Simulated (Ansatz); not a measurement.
# singlet [PO2]+: levels of theory compared

Aim: a comparison of 6 runs (HF/STO-3G, B3LYP/STO-3G, CAM-B3LYP/STO-3G, r2SCAN0/STO-3G, RPA@PBE/STO-3G, CCSDTQ/STO-3G) of singlet [PO2]+. 

The calculation is run with Ansatz 0.2.0.

41 further runs of the same task are left out: 9 that didn't finish, 32 set aside as unsound or not needed.

### Step 1. The system as given

[PO2]+: 3 atoms, total charge +1, spin state singlet. SMILES of the parent species: `[O]P=O`. The coordinates come from a GFN2-xTB relaxation. That shape belongs to the parent species and isn't relaxed for this state.

Bond lengths: O1–P2 1.464 Å, P2–O3 1.464 Å. Angles: O1–P2–O3 123.4°.

### Step 2. A single-point energy at HF/STO-3G (run 1)

run.yaml

```yaml
crystal:
  periodic: [false, false, false]
  atoms:
    - {symbol: O, position_ang: [0.331710, 1.226310, 0.317670]}
    - {symbol: P, position_ang: [-0.403940, 0.077030, -0.212130]}
    - {symbol: O, position_ang: [0.072230, -1.303340, -0.105540]}
basis:
  gaussian:
    orbitals: STO-3G
total_charge: 1
hamiltonian:
  xc: hf
accuracy: high
```

The run is started by

```console
$ ansatz run run.yaml --threads 1 --pin off --max-ram 2610MiB --events-out events.jsonl --progress --plain --runs-dir runs
```

The log of the run:

```text
Warning: RAYON_NUM_THREADS=1 ignored (pool sized by the plan → 1); use --threads N
Functional definition: HF
  name "HF"
  exchange = exact_x
  correlation = 0
336 factors; integrals over basis functions are off by at most 2.4e-8 eV
mean field evaluation 1: about -13162.8784 eV, gradient 5.5e1 eV
mean field evaluation 2: about -13162.9132 eV, gradient 5.5e1 eV
mean field evaluation 4: about -13174.3755 eV, gradient 3.3e0 eV
mean field evaluation 8: about -13174.4738 eV, gradient 7.8e-2 eV
mean field evaluation 16: about -13174.4693 eV, gradient 3.0e-8 eV
mean field evaluation 32: about -13173.2907 eV, gradient 3.6e0 eV
mean field -13174.46932176 eV, -484.1528175988 hartree, gradient 3.0e-8 eV, S^2 0.000000; 0 other end points of the search recorded, 0 dependent functions left out
reference -13174.46932176 eV, -484.1528175988 hartree; 15, 15 occupied and 4, 4 virtual orbitals, 336 factors
Total energy: -13174.46932176 eV, -484.1528175988 hartree
```

It took 0.12 s on 1 thread of Arm Neoverse V2, shared host.

### Step 3. The energy at B3LYP/STO-3G (run 2)

molecule.yaml

```yaml
crystal:
  periodic: [false, false, false]
  atoms:
    - {symbol: O, position_ang: [0.331710, 1.226310, 0.317670]}
    - {symbol: P, position_ang: [-0.403940, 0.077030, -0.212130]}
    - {symbol: O, position_ang: [0.072230, -1.303340, -0.105540]}
basis:
  gaussian:
    orbitals: STO-3G
total_charge: 1
magnetization:
  spin_polarized: false
hamiltonian:
  xc: {name: B3LYP}
accuracy: high
```

The run is started by

```console
$ ansatz run molecule.yaml --threads 1 --pin off --max-ram 2610MiB --events-out events.jsonl --progress --plain --runs-dir runs
```

The log of the run:

```text
Warning: RAYON_NUM_THREADS=1 ignored (pool sized by the plan → 1); use --threads N
Functional definition: B3LYP
  name "B3LYP"
  parameter a0 = 0.2
  parameter ax = 0.72
  parameter ac = 0.81
  exchange = (1 - a0 - ax)*slater_x + ax*b88_x + a0*exact_x
  correlation = (1 - ac)*vwn_rpa_c + ac*lyp_c
336 factors; integrals over basis functions are off by at most 2.4e-8 eV
mean field evaluation 1: about -13191.1626 eV, gradient 6.8e1 eV
mean field evaluation 2: about -13168.3800 eV, gradient 9.7e1 eV
mean field evaluation 4: about -13209.0783 eV, gradient 2.0e0 eV
mean field evaluation 8: about -13209.0873 eV, gradient 9.8e-3 eV
mean field evaluation 16: about -13209.0873 eV, gradient 6.6e-7 eV
mean field -13209.08730843 eV, -485.4250051440 hartree, gradient 5.7e-8 eV, S^2 0.000000; 0 other end points of the search recorded, 0 dependent functions left out
reference -13209.08732628 eV, -485.4250057997 hartree; 15, 15 occupied and 4, 4 virtual orbitals, 336 factors
Total energy: -13209.08732628 eV, -485.4250057997 hartree
```

Run time: 0.81 s. Hardware: 1 thread of Arm Neoverse V2, shared host.

Runs 3 to 5 aren't shown in full; the table further down has their settings and results.

### Step 4. The energy at CCSDTQ/STO-3G (run 6)

job.yaml

```yaml
crystal:
  periodic: [false, false, false]
  atoms:
    - symbol: O
      position_ang: [0.331710, 1.226310, 0.317670]
    - symbol: P
      position_ang: [-0.403940, 0.077030, -0.212130]
    - symbol: O
      position_ang: [0.072230, -1.303340, -0.105540]
basis:
  gaussian:
    orbitals: STO-3G
total_charge: 1
correlation:
  method: ccsdtq
  frozen_orbitals: {O: 1, P: 5}
accuracy: high
scf:
  omitted_lower_state_checks: [cluster_reference, increment]
```

The run is started by

```console
$ ansatz run job.yaml --threads 1 --pin off --max-ram 2610MiB --events-out events.jsonl --progress --plain --runs-dir runs
```

The log of the run:

```text
Warning: RAYON_NUM_THREADS=1 ignored (pool sized by the plan → 1); use --threads N
[... 13 lines left out ...]
7 core orbitals not correlated: weight in the atoms' cores, before any rotation towards them, 1.000 or more for the frozen orbitals, at most 0.000 for the correlated occupied ones
[... 43 lines left out ...]
Total energy: -13181.86393977 eV, -484.4245647983 hartree
Checks for a lower state left out: cluster_reference, increment
```

It took 9.6 s on 1 thread of Arm Neoverse V2, shared host; peak memory 0.37 GiB.

### Step 5. Overview of the runs

```csv
run,level,frozen core orbitals,energy (Eh),wall time
1,HF/STO-3G,–,-484.152818,0.12 s
2,B3LYP/STO-3G,–,-485.425006,0.81 s
3,CAM-B3LYP/STO-3G,–,-485.338003,0.91 s
4,r2SCAN0/STO-3G,–,-485.346909,2 s
5,RPA@PBE/STO-3G,7,-484.509824,1.5 s
6,CCSDTQ/STO-3G,7,-484.424565,9.6 s
```

### Step 6. Outcome

| quantity | value |
| --- | --- |
| run 6: total energy | -484.42456 Eh |
| run 6: correlation energy (7 core orbitals frozen) | -271.7 mEh |
| run 6: T1 diagnostic | 0.038 |

What this shows: Totals of different functionals can't be ranked against each other. In runs 5, 6 the log says that unrestricted orbitals would lower the reference, so the values rest on an unstable closed-shell determinant (other closed-shell runs at this shape may share the fault). In runs 1, 2, 3, 4, 5, 6 the basis is minimal, so the values are rough. All runs together took 15 s, the longest 9.6 s.
